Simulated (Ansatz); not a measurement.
# HOF (hypofluorous acid): B3LYP/aug-cc-pVTZ

Aim: the energy change on altering one bond length of HOF (hypofluorous acid) at B3LYP/aug-cc-pVTZ, from 2 runs. 

The calculation is run with Ansatz 0.2.0.

48 further runs of the same task are left out: 48 set aside as unsound or not needed.

## 1. The structure to begin with

HOF has 3 atoms, charge 0, and is taken as a singlet. As SMILES, `OF`. The shape is that of a PBE0-D4/def2-TZVP optimisation.

Bond lengths: O1–F2 1.406 Å, O1–H3 0.969 Å. Angles: F2–O1–H3 99.1°.

## 2. The energy at B3LYP/aug-cc-pVTZ

Input file input.yaml:

```yaml
crystal:
  periodic: [false, false, false]
  atoms:
    - {symbol: O, position_ang: [0.430590, -0.210340, 0.216330]}
    - {symbol: F, position_ang: [-0.221910, 1.014620, -0.010980]}
    - {symbol: H, position_ang: [-0.208690, -0.804280, -0.205350]}
basis:
  gaussian:
    orbitals: aug-cc-pVTZ
hamiltonian:
  xc: {name: B3LYP}
accuracy: high
output:
  orbitals: {seedname: orbitals}
```

Run with:

```
$ ansatz run input.yaml --threads 1 --pin off --max-ram 3480MiB --events-out events.jsonl --progress --plain --runs-dir runs
```

The program printed:

```text
Warning: RAYON_NUM_THREADS=1 ignored (pool sized by the plan → 1); use --threads N
Functional definition: B3LYP
  name "B3LYP"
  parameter a0 = 0.2
  parameter ax = 0.72
  parameter ac = 0.81
  exchange = (1 - a0 - ax)*slater_x + ax*b88_x + a0*exact_x
  correlation = (1 - ac)*vwn_rpa_c + ac*lyp_c
1764 factors; integrals over basis functions are off by at most 3.3e-9 eV
mean field evaluation 1: about -4777.2453 eV, gradient 3.1e1 eV
mean field evaluation 2: about -4775.5200 eV, gradient 4.4e1 eV
mean field evaluation 4: about -4778.6591 eV, gradient 2.5e0 eV
mean field evaluation 8: about -4778.6677 eV, gradient 2.0e-2 eV
mean field evaluation 16: about -4778.6677 eV, gradient 1.4e-6 eV
mean field -4778.66769191 eV, -175.6127985802 hartree, gradient 4.4e-8 eV, S^2 0.000000; 0 other end points of the search recorded, 0 dependent functions left out
reference -4778.66772259 eV, -175.6127997078 hartree; 9, 9 occupied and 106, 106 virtual orbitals, 1764 factors
Total energy: -4778.66772259 eV, -175.6127997078 hartree
```

Run time: 3.9 s. Hardware: 1 thread of Arm Neoverse V2, shared host; peak memory 0.26 GiB.

## 3. The distorted shape, same level

Input file molecule.yaml:

```yaml
crystal:
  periodic: [false, false, false]
  atoms:
    - {symbol: O, position_ang: [0.526465, -0.121265, 0.279571]}
    - {symbol: F, position_ang: [-0.126035, 1.103695, 0.052261]}
    - {symbol: H, position_ang: [-0.208690, -0.804280, -0.205350]}
basis:
  gaussian:
    orbitals: aug-cc-pVTZ
magnetization:
  spin_polarized: false
hamiltonian:
  xc: {name: B3LYP}
accuracy: high
output: {orbitals: {seedname: orbitals}}
```

Run with:

```
$ ansatz run molecule.yaml --threads 1 --pin off --max-ram 3480MiB --events-out events.jsonl --progress --plain --runs-dir runs
```

The program printed:

```text
Warning: RAYON_NUM_THREADS=1 ignored (pool sized by the plan → 1); use --threads N
[... 7 set-up lines as earlier in the session ...]
1783 factors; integrals over basis functions are off by at most 2.7e-9 eV
mean field evaluation 1: about -4777.0154 eV, gradient 2.9e1 eV
mean field evaluation 2: about -4775.3017 eV, gradient 4.2e1 eV
mean field evaluation 4: about -4778.2939 eV, gradient 3.0e0 eV
mean field evaluation 8: about -4778.3061 eV, gradient 2.8e-2 eV
mean field evaluation 16: about -4778.3061 eV, gradient 7.3e-7 eV
mean field -4778.30612115 eV, -175.5995110999 hartree, gradient 1.3e-8 eV, S^2 0.000000; 0 other end points of the search recorded, 0 dependent functions left out
reference -4778.30615214 eV, -175.5995122389 hartree; 9, 9 occupied and 106, 106 virtual orbitals, 1783 factors
Total energy: -4778.30615214 eV, -175.5995122389 hartree
```

It took 4.2 s on 1 thread of Arm Neoverse V2, shared host; peak memory 0.26 GiB.

## 4. Outcome

Level: B3LYP/aug-cc-pVTZ.

```
                                                         quantity          value
                                        first shape: total energy  -175.61280 Eh
                                         first shape: HOMO energy       -9.01 eV
                                         first shape: LUMO energy       -1.69 eV
                                       first shape: HOMO–LUMO gap        7.32 eV
                                    distorted shape: total energy  -175.59951 Eh
                                     distorted shape: HOMO energy       -8.86 eV
                                     distorted shape: LUMO energy       -1.67 eV
                                   distorted shape: HOMO–LUMO gap        7.19 eV
energy change with the O1–H3 bond stretched from 0.969 to 1.115 Å       0.362 eV
```

What this shows: With the O1–H3 bond stretched from 0.969 to 1.115 Å the energy rises by 0.36 eV (8.3 kcal/mol). The first shape isn't relaxed at this level, so the change isn't measured from a minimum.
